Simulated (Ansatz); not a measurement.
What a trial cell of Si₂Br₃ relaxes into

Level of theory: DFT PBE, scalar-relativistic, plane waves, PAW (Ansatz 0.2.0). Cutoff 420 eV, Γ-centred k mesh, Gaussian smearing, no spin polarisation in the final step.

The start puts Si₂Br₃ on the sites of a reported La2O3 cell (P321, No. 150), with Si in place of La, Br in place of O, at a guessed volume.

```xyz
5
Lattice="4.3594 0.0000 0.0000 -2.1797 3.7753 0.0000 0.0000 0.0000 6.7886" Properties=species:S:1:pos:R:3 pbc="T T T"
Si    0.0000    2.5169    1.6972
Si    2.1797    1.2584    5.0915
Br    0.5449    0.9438    0.0000
Br    3.2695    0.0000    0.0000
Br   -1.6348    2.8315    0.0000
```

Cell and atoms relax at zero pressure; the relaxation can't lower the symmetry of the start. After a coarse first stage the cell is made exact in the group found at 0.06 Å.

Energies over the elements count from the elements' standard structures at the same level, with no empirical corrections.

(1) Which crystal results?

(2) What are its volume, energy, density and gap?

## Answers

(1) It keeps P321 (No. 150), but not the shape of the type it started on. Conventional cell: a = 6.478 Å, c = 4.584 Å. Si has 3 Br at 2.56 Å; around Br lie 2 Si at 2.56 Å.

```xyz
5
Lattice="6.4776 0.0000 0.0000 -3.2388 5.6098 0.0000 0.0000 0.0000 4.5840" Properties=species:S:1:pos:R:3 pbc="T T T"
Si    0.0000    3.7399    1.4062
Si    3.2388    1.8699    3.1778
Br    1.1026    1.9098    0.0000
Br    4.2724    0.0000    0.0000
Br   -2.1362    3.7000    0.0000
```

(2) The volume per atom is 33.3 Å³. The density is 2.9 g/cm³, the energy over the elements is 0.14 eV/atom and the gap on the 6×6×8 mesh is 0 eV (a metal).

The final run used a 6×6×8 mesh on its 5-atom cell and 0.10 eV smearing. The k mesh leaves about 4 meV/atom of noise in metals. No dispersion correction is applied, so the spacing between layers, chains or molecules is poorly fixed, and with it the volume and density. Symmetry constrained the relaxation, so the result can be a saddle point.

Cost: 3 runs of about 1.7 core-minutes in all, on Intel Xeon 6975P-C (Granite Rapids) (shared hosts).